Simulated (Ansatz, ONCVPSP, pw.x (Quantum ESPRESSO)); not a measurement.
nickel (Ni): does the ONCV potential hold in the solid?

ONCVPSP 4.0.1.1 (patched build) input, shortened (lines: element, Z, core and valence counts, functional; n l f; lmax; l rc ep ncon nbas qcut; lloc lpopt rc5 dvloc0; l nproj debl; icmod fcfact rcfact), PBE, scalar-relativistic:

```
  Ni 28.00    5    2        4      upf
    1    0    2.00
    2    0    2.00
    2    1    6.00
    3    0    2.00
    3    1    6.00
    3    2    8.00
    4    0    0.50
    2
    0    1.95    0.00    4    7    3.10
    1    2.00    0.03    4    9    4.60
    2    1.65    0.00    4    9    8.30
    4    5    1.50    6.00
    0    2    3.20
    1    2    1.70
    2    2    0.70
    3    2.50    1.55
```

In the p channel the program set the typed energies aside and used 0.050, 1.750 Ha. In the d channel the program set the typed energies aside and used -0.845, 0.250 Ha.

Crystal test: fcc Ni in pw.x 7.5, no spin, 16³ k-points, Fermi–Dirac smearing 0.01 Ry, cutoffs 120/480 Ry. The lattice is a test structure that the element need not adopt, and mesh and smearing are coarse. Spin polarisation and strong correlation are left out, which matters for this element.

pw.x input:

```
&control
  calculation='scf', prefix='x', pseudo_dir='./', outdir='./tmp', tstress=.true., disk_io='none'
/
&system
  ibrav=0, nat=1, ntyp=1, ecutwfc=120, ecutrho=480, nbnd=12,
  occupations='smearing', smearing='fd', degauss=0.01
/
&electrons
  conv_thr=1e-09, mixing_beta=0.4, electron_maxstep=70
/
ATOMIC_SPECIES
Ni 1.0 Ni.UPF
CELL_PARAMETERS angstrom
  0.00000000 1.76007791 1.76007791
  1.76007791 0.00000000 1.76007791
  1.76007791 1.76007791 0.00000000
ATOMIC_POSITIONS crystal
Ni 0.0000 0.0000 0.0000
K_POINTS automatic
16 16 16 0 0 0
```

```bash
pw.x < Ni.scf.in > Ni.scf.out
```

Q: How does the run end?

A: It converges; the pressure is -7.62 GPa against -0.50 GPa from all-electron LAPW. This is a poor potential for the solid. The log shows:

```
     scf convergence threshold =      1.0E-09
     Exchange-correlation= PBE
     number of k points=   145  Fermi-Dirac smearing, width (Ry)=  0.0100
     iteration #  1     ecut=   120.00 Ry     beta= 0.40
     total energy              =     -79.20817867 Ry
     estimated scf accuracy    <       6.27588609 Ry
     iteration #  2     ecut=   120.00 Ry     beta= 0.40
     total energy              =     -80.70500311 Ry
     estimated scf accuracy    <       0.42806656 Ry
     iteration #  3     ecut=   120.00 Ry     beta= 0.40
     total energy              =     -80.78702013 Ry
     estimated scf accuracy    <       0.00274673 Ry
     iteration #  4     ecut=   120.00 Ry     beta= 0.40
     total energy              =     -80.78683399 Ry
     estimated scf accuracy    <       0.00912069 Ry
     [... 3 iterations left out ...]
     iteration #  8     ecut=   120.00 Ry     beta= 0.40
     total energy              =     -80.78854058 Ry
     estimated scf accuracy    <       0.00000004 Ry
     iteration #  9     ecut=   120.00 Ry     beta= 0.40
     total energy              =     -80.78854059 Ry
     estimated scf accuracy    <       0.00000001 Ry
     iteration # 10     ecut=   120.00 Ry     beta= 0.40
     total energy              =     -80.78854059 Ry
     estimated scf accuracy    <          4.9E-09 Ry
     iteration # 11     ecut=   120.00 Ry     beta= 0.40
     the Fermi energy is    14.2357 ev
!    total energy              =     -80.78854059 Ry
     estimated scf accuracy    <          8.9E-10 Ry
     smearing contrib. (-TS)   =      -0.01055281 Ry
     The total energy is F=E-TS. E is the sum of the following terms:
     one-electron contribution =      -1.49085445 Ry
     hartree contribution      =      14.47888387 Ry
     xc contribution           =     -24.84280332 Ry
     ewald contribution        =     -68.92321388 Ry
     convergence has been achieved in  11 iterations
          total   stress  (Ry/bohr**3)                   (kbar)     P=      -76.19
     Message from routine punch:
     Nothing written, as per user request (disk_io='none')
```
